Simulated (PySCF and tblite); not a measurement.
C4H6O2, numbered as in [O:1]=[C:2]([OH:3])[CH:4]1[CH2:5][CH2:6]1. Free energies: PBE0-D3(BJ)/def2-TZVP (IEF-PCM, chloroform) on PBE0-D3(BJ)/def2-SVP structures plus GFN2-xTB thermal terms, symmetry and mirror images included. Conformers within 3 kcal/mol (GFN2-xTB free energy) were kept, 8 at most. GIAO shieldings: WP04/pcSseg-1 (IEF-PCM, chloroform). Couplings: B3LYP/pcJ-1 (gas phase; spin-dipole term only for pairs with B, N, F, Si or P). Shifts are against TMS (¹H), TMS (¹³C) at the same level. Programs: PySCF with density fitting and tblite.

Torsions listed: O1–C2–O3–H3, O3–C2–C4–C5.

Two conformers hold nearly all the population. I: 0°, -37°; δ(C4) = 18.58 ppm. II: 0°, 147°; δ(C4) = 16.24 ppm. The average over the ensemble at 298.15 K is 16.62 ppm.

What populations and free-energy difference follow from a two-state model?

p(I) = (16.62 − 16.24)/(18.58 − 16.24) = 0.16, so K = p(II)/p(I) = 5.16 and G(II) − G(I) = −RT ln K = -0.97 kcal/mol. The weights computed directly are 16.2 % and 83.8 %.
